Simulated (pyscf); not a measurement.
Optimised with ωB97X-D3(BJ)/def2-SVP in PySCF.

Question: What are the homolytic bond dissociation enthalpies (298 K) of HO–Si(OH)(OH)–F at ωB97M-D3(BJ)/def2-TZVP, weakest first?

Answer: H–O to •O–Si(OH)(OH)–F + H•: 5.25 eV; O–Si to OH• + HO–Si•(OH)–F: 6.01 eV; F–Si to HO–Si•(OH)–OH + F•: 7.13 eV. Ring and multiple bonds, and those that leave no two simple radicals, are not listed. Other isomers of HO–Si•(OH)–F, •O–Si(OH)(OH)–F, HO–Si•(OH)–OH were not searched in full and may lie lower. Left out: the spin-orbit lowering of F, OH.
